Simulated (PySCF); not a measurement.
Vibration and rotation of CH

UHF-CCSD(T) constants of CH, ²Π (doublet), unpaired electrons π ↑ (basis H STO-3G, C STO-3G; no relativity; PySCF 2.14; masses 1.0078 and 12.0000 u):

```
ωe              : 2910.4 cm⁻¹
ωexe            : 48.9 cm⁻¹
Be              : 13.033 cm⁻¹
αe              : 0.347 cm⁻¹
D (centrifugal) : 0.00105 cm⁻¹
De to H + C     : 3.48 eV
```

Q: Give the vibrational terms G(v) and spacings up to v = 6.

A: G(v) = ωe(v+½) − ωexe(v+½)².

| v | G(v) (cm⁻¹) | G(v) − G(v−1) | Bv (cm⁻¹) |
| --- | --- | --- | --- |
| 0 | 1443 |  | 12.86 |
| 1 | 4256 | 2813 | 12.51 |
| 2 | 6970 | 2715 | 12.17 |
| 3 | 9587 | 2617 | 11.82 |
| 4 | 12107 | 2519 | 11.47 |
| 5 | 14528 | 2421 | 11.12 |
| 6 | 16852 | 2324 | 10.78 |

Q: How well does the Morse estimate ωe²/(4ωexe) reproduce De, and what is D0?

A: It gives 5.37 eV, 154 % of the computed De. D0 = De − G(0) = 3.48 − 0.18 = 3.30 eV.

Correlated steps freeze 1 core orbital. STO-3G is very small, so such numbers show the basis as much as the molecule. The state was picked by a PBE0 search and need not be the measured ground state.
